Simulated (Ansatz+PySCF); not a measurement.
**doublet CH2(+): levels of theory in one basis**

```xyz
3

C     0.0000    0.2530    0.0000
H     0.0000   -0.1265   -1.0825
H     0.0000   -0.1265    1.0825
```

Basis set: cc-pVTZ (spherical functions). Frozen core: 1 orbital. Correlation on ROHF uses semicanonical orbitals with singles. Charge 1, multiplicity 2.

Computed with Ansatz (development build ahead of 0.2.0); each method stands on the lowest determinant of its kind that the runs found.

```tsv
method	E − E(ROHF) (eV)	<S²> of the determinant
ROHF	0.00	0.75
UHF	-0.08	0.76
ROHF-MP2	-2.70	–
UHF-MP2	-2.70	0.76
ROHF-CCSD(T)	-3.32	–
UHF-CCSD(T)	-3.33	0.76
```

**Question.** What does UHF-CCSD give on the same scale?

**Answer.** -3.26 eV.

**Question.** Is a single determinant a sound starting point here?

**Answer.** By this sign, yes. Unrestricted orbitals gain 0.08 eV and <S²> is 0.76 against 0.75 for a pure state.
